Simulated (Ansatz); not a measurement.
BAs (zinc blende): values from a third-order Birch-Murnaghan fit to a volume scan beside measured ones. Computed values: PBE (plane waves to 420 eV, PAW, scalar-relativistic; Ansatz, a quantum-chemistry and plane-wave program). BAs was relaxed with its symmetry unable to fall. The PAW data are Ansatz's earlier set.

```csv
quantity,reference,kind
Lattice constant a (Å),4.777,"measured, room temperature or unstated"
```

References as given in: M J Lucero, T M Henderson, G E Scuseria, Journal of Physics Condensed Matter (2012), arXiv:1111.4515. Values not taken to low temperature hold thermal and zero-point shifts that a static calculation lacks, so small differences there are no errors of the method.

Problem. What does PBE give, and how far is that from the reference?

Solution. 
| quantity | PBE | difference |
|---|---|---|
| Lattice constant a (Å) | 4.809 | +0.7 % |



(A scan under strain: stresses follow from slopes of the energy per volume, elastic moduli from its curvatures.)
